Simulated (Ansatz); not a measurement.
Several settings on one geometry of BH2(OMe) (CH₅BO) (that of the charge 0 singlet, PBE0-D4/def2-TZVP). Ansatz on 4 threads of Arm Neoverse V2 on a shared host; times are rough.

```xyz
8

B     0.420    1.012    0.788
H     1.551    0.751    0.470
H     0.145    1.902    1.539
O    -0.600    0.296    0.299
C    -0.407   -0.779   -0.599
H    -0.961   -0.575   -1.517
H    -0.801   -1.692   -0.147
H     0.653   -0.915   -0.832
```

Totals from different functionals, basis sets or treatments of relativity can't be compared as stabilities.

HSE06 is defined as in plane-wave codes, on full-range PBE exchange. Correlated methods freeze 3 core orbitals.

The spins typed aren't always the lowest for that charge.

(1) Give the basis size and estimate the energy, ⟨S²⟩, dipole and time of these runs.

```json
{"run": "1", "method": "UKS B2GP-PLYP/def2-mTZVP", "charge": "1", "state": "doublet", "further keys": "nuclear_model: gaussian; scf: {lower_state_search: light}"}
{"run": "2", "method": "RKS HSE06-D3(BJ)-ATM/aug-cc-pVDZ", "charge": "0", "state": "singlet", "further keys": "scf: {omitted_lower_state_checks: [starts]}; forces asked"}
{"run": "3", "method": "UKS ωB97X/cc-pVDZ", "charge": "0", "state": "triplet", "further keys": "point_charges: [{charge: 0.50, position_ang: [6.548, 0.990, -0.216]}]; scf: {omitted_lower_state_checks: [starts]}; forces asked"}
{"run": "4", "method": "RKS PBE0-D3(BJ)/aug-cc-pVDZ", "charge": "0", "state": "singlet", "further keys": "–"}
```

Answers

(1) 
| run | functions | energy (Eh) | ⟨S²⟩ | dipole (D) | wall time |
| --- | --- | --- | --- | --- | --- |
| 1 | 77 | -140.6456 | 0.77 | – | 3.2 s |
| 2 | 114 | -141.0402 | – | 1.65 | 0.95 s |
| 3 | 67 | -140.9413 | 2.01 | 2.24 | 3.7 s |
| 4 | 114 | -141.0490 | – | – | 0.65 s |
